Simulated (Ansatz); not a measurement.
Solid bromine, treated with HSE06 in Ansatz (plane waves, PAW).

Numerical settings: plane-wave cutoff 460 eV, 8×8×4 k mesh (along the axes of the cell as run), Fermi–Dirac smearing 0.01 eV, scalar-relativistic PAW data made under PBE.

Cell (relaxed at this level):

```cif
data_Br4
_chemical_formula_sum 'Br4'
_space_group_name_H-M_alt 'P 1'
_space_group_IT_number 1
_cell_length_a 4.59970
_cell_length_b 4.59970
_cell_length_c 8.88088
_cell_angle_alpha 90.000
_cell_angle_beta 90.000
_cell_angle_gamma 121.500
loop_
_space_group_symop_operation_xyz
  'x, y, z'
loop_
_atom_site_label
_atom_site_type_symbol
_atom_site_fract_x
_atom_site_fract_y
_atom_site_fract_z
_atom_site_occupancy
Br1 Br 0.87159 0.87159 0.88775 1
Br2 Br 0.62841 0.62841 0.38775 1
Br3 Br 0.37159 0.37159 0.61225 1
Br4 Br 0.12841 0.12841 0.11225 1
```

Q: What does this level give for the band gap?

A: 
- band gap: 2.94 eV (on the SCF k mesh) (direct)

Note: the cell comes from a level without a dispersion term, which matters for the spacing of layers, chains or molecules.

Spin–orbit coupling is not included.

Ansatz is a quantum-chemistry and plane-wave program.
